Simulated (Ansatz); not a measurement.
Geometry optimisation, RKS PBE/def2-SVP in Ansatz 0.2.0.

The input (input.yaml):

```yaml
crystal:
  periodic: [false, false, false]
  atoms:
    - { symbol: F, position_ang: [-1.4178, 0.62055, -0.01101] }
    - { symbol: C, position_ang: [-0.07924, 0.81874, -0.08944] }
    - { symbol: C, position_ang: [0.66637, -0.43682, 0.02148] }
    - { symbol: S, position_ang: [2.29624, -0.59629, -0.02538] }
    - { symbol: H, position_ang: [0.13981, 1.32273, -1.04746] }
    - { symbol: H, position_ang: [0.21392, 1.52107, 0.71112] }
    - { symbol: H, position_ang: [0.08053, -1.34112, 0.1493] }
    - { symbol: H, position_ang: [2.59621, 0.71818, -0.19438] }
total_charge: 1
basis:
  gaussian: { orbitals: def2-SVP }
hamiltonian:
  xc: pbe
relax:
  f_tol: 0.015
  max_steps: 40
```

Launched with:

```bash
$ ansatz run input.yaml --threads 1 --pin off --max-ram 2048MiB --backend cpu --events-out ev --progress --plain --runs-dir out
```

Q: Where does it end, and by what steps?

A: The forces met the threshold. Limits of this set-up: the dipole of an ion depends on the origin. After 5 steps the energy has fallen by 0.069 eV; H8 moved furthest, 0.11 Å.

```tsv
step	energy less start (eV)	largest force component (eV/Å)	accepted
0	0.0000	1.173	yes
1	-0.0548	0.637	yes
2	-0.0680	0.155	yes
3	-0.0685	0.087	yes
4	-0.0688	0.026	yes
5	-0.0689	0.005	yes
```

```xyz
8
Properties=species:S:1:pos:R:3
F -1.454 0.586 -0.005
C -0.131 0.839 -0.090
C 0.669 -0.405 0.018
S 2.308 -0.628 -0.026
H 0.117 1.350 -1.059
H 0.192 1.552 0.717
H 0.097 -1.349 0.150
H 2.699 0.683 -0.192
```

Time of the run: 17 s on 1 thread of Arm Neoverse V1 (shared host), peak memory 0.25 GiB.
